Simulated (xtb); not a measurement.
xtb input (GFN1-xTB):

```bash
xtb mol.xyz --gfn 1 --opt tight --chrg 0 --uhf 0
```
mol.xyz:
```
7

C     -0.16236090    -1.63160929     0.00472890
C      0.56869988    -0.51929546    -0.00222610
C     -0.00500061     0.78581138    -0.00177715
H     -1.24346061    -1.60018079     0.01115878
H      0.31248639    -2.60293919     0.00410686
H      1.65159121    -0.55725999    -0.00865172
N     -0.44694960     1.85013432    -0.00156684
```

End of the output:

```
rotational constants/cm⁻¹ :        0.1686261E+01   0.1673060E+00   0.1522047E+00

 * 5 selected distances

     #   Z          #   Z                                           value/Å
     1   6 C        2   6 C                                       1.3299738 (max)
     1   6 C        4   1 H                                       1.0816024
     1   6 C        5   1 H                                       1.0810276 (min)
     2   6 C        6   1 H                                       1.0859560
     3   6 C        7   7 N                                       1.1507920

 * 3 distinct bonds (by element types)

   Z      Z             #   av. dist./Å        max./Å        min./Å
   1 H    6 C           3     1.0828620     1.0859560     1.0810276
   6 C    6 C           1     1.3299738     1.3299738     1.3299738
   6 C    7 N           1     1.1507920     1.1507920     1.1507920

optimized geometry written to: xtbopt.xyz

           -------------------------------------------------
          | TOTAL ENERGY              -11.074098932673 Eh   |
          | GRADIENT NORM               0.000301988032 Eh/α |
          | HOMO-LUMO GAP               4.318552597294 eV   |
           -------------------------------------------------

------------------------------------------------------------------------
------------------------------------------------------------------------
 total:
 SCF:
 ANC optimizer:
```
